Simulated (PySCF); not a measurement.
**CH₅O₂−, an ion with solvent molecules as drawn: interaction energy**

An exercise on one series of results from a longer session: the logs are not shown, and one member is left open.

Computed with PySCF 2.14.0; each step states its level. No surroundings beyond the atoms listed, unless a continuum is named. Atoms count from 0, parts from 1.

## The system as given

8 atoms, charge -1, multiplicity 1; geometry: GFN2-xTB. Parts: 1 = atoms 0–1, `[OH-]`, charge -1; 2 = atoms 2–7, `CO`, charge 0. In the given geometry H7 has moved to O0 of another part (1.11 Å), so values for the parts refer to these atom groups.

The first run:

Job settings and geometry (Å):

```
{"job": {"xc": "PBE0", "basis": "def2-SVPD", "d3": "d3bj", "grid": 2, "kind": "geom", "shake": 0.01}, "charge": -1, "multiplicity": 1, "parts": [{"atoms": "0-1", "charge": -1, "multiplicity": 1}, {"atoms": "2-7", "charge": 0, "multiplicity": 1}]}
O      0.700073     0.273904     0.147080
H     -0.233171     0.049155    -0.050241
C     -0.572707     3.168276    -0.517880
O      0.652377     2.625521    -0.836758
H     -0.650753     4.226217    -0.874379
H     -0.759241     3.218217     0.595033
H     -1.440957     2.638941    -0.947425
H      0.737047     1.305088    -0.266344
```

The run is started by

```bash
$ OMP_NUM_THREADS=1 python cluster_run.py task.json out
```

One launch serves the whole session: the jobs run in the order shown.

Steps of the session up to this table: Geometry optimisation at PBE0-D3(BJ)/def2-SVPD; Coupled-cluster interaction energy: CCSD(T) and MP2.

One of the session's tables, all rows but one given; the rest of the session is left out.

It belongs to the step «Coupled-cluster interaction energy: CCSD(T) and MP2». 

```
                 method  interaction energy (kcal/mol)
         HF/aug-cc-pVDZ                         -89.22
        MP2/aug-cc-pVDZ                         -78.28
       CCSD/aug-cc-pVDZ                         -77.96
    CCSD(T)/aug-cc-pVDZ                              ?
         HF/aug-cc-pVTZ                         -90.48
        MP2/aug-cc-pVTZ                         -81.54
    SCS-MP2/aug-cc-pVTZ                         -79.38
      MP2, extrapolated                         -82.38
CCSD(T), limit estimate                         -80.87
```

Estimate the missing values for CCSD(T)/aug-cc-pVDZ.

**Answer.** interaction energy (kcal/mol): -76.76. In the column «interaction energy (kcal/mol)» it is the highest.

At this geometry H7 has moved to O0 of another part (1.08 Å), so this energy is mostly that of cutting a chemical bond between strained fragments, not an intermolecular interaction.

To keep in mind: The interaction energy leaves out the deformation of the parts, 53.11 kcal/mol at MP2. So large a deformation means that a part is far from its own minimum, so a sum across the two methods would be rough.
